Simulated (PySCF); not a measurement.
propene cation (C3H6), SMILES C=CC (connectivity only; charge and spin as stated), charge +1, multiplicity 2. Atoms are numbered in the order given.

```xyz
9

C     -1.1895     0.0622    -0.2711
C      0.0453    -0.0059     0.4642
C      1.3214    -0.0756    -0.1305
H     -1.9039    -0.6844     0.1185
H     -1.7039     0.9981     0.0366
H     -1.0967     0.0098    -1.3526
H     -0.0041     0.0026     1.5533
H      1.4450     0.0911    -1.1973
H      2.2003    -0.3011     0.4658
```
Charge +1, spin multiplicity 2.

Geometry optimised at r2SCAN-D4/def2-TZVP. The multiplicity is an assumed one; other spin states were not compared.

All values below come from PySCF 2.14.0 with r2SCAN-D4/def2-TZVP.

Harmonic, unscaled wavenumbers; measured fundamentals usually lie a few per cent lower.

| mode | ν (cm⁻¹) | IR (km/mol) | moving atoms (share of kinetic energy) |
|---|---|---|---|
| 1 | 113 | 9.9 | H 93 % |
| 2 | 174 | 4.9 | H 85 %, C 15 % |
| 3 | 415 | 0.9 | C 54 %, H 46 % |
| 4 | 742 | 11.7 | H 92 %, C 8 % |
| 5 | 864 | 9.5 | H 74 %, C 26 % |
| 6 | 907 | 58.8 | H 63 %, C 37 % |
| 7 | 964 | 4.1 | H 66 %, C 34 % |
| 8 | 1038 | 13.6 | H 55 %, C 45 % |
| 9 | 1210 | 54.1 | H 70 %, C 30 % |
| 10 | 1270 | 131.8 | H 67 %, C 33 % |
| 11 | 1278 | 9.8 | H 62 %, C 38 % |
| 12 | 1367 | 24.6 | H 95 % |
| 13 | 1410 | 4.7 | H 82 %, C 18 % |
| 14 | 1485 | 26.2 | H 83 %, C 17 % |
| 15 | 1554 | 11.3 | C 61 %, H 39 % |
| 16 | 2902 | 122.9 | H 94 % |
| 17 | 2971 | 74.4 | H 94 % |
| 18 | 3132 | 19.5 | H 95 % |
| 19 | 3143 | 4.5 | H 92 %, C 8 % |
| 20 | 3177 | 11.6 | H 91 %, C 9 % |
| 21 | 3250 | 15.1 | H 89 %, C 11 % |
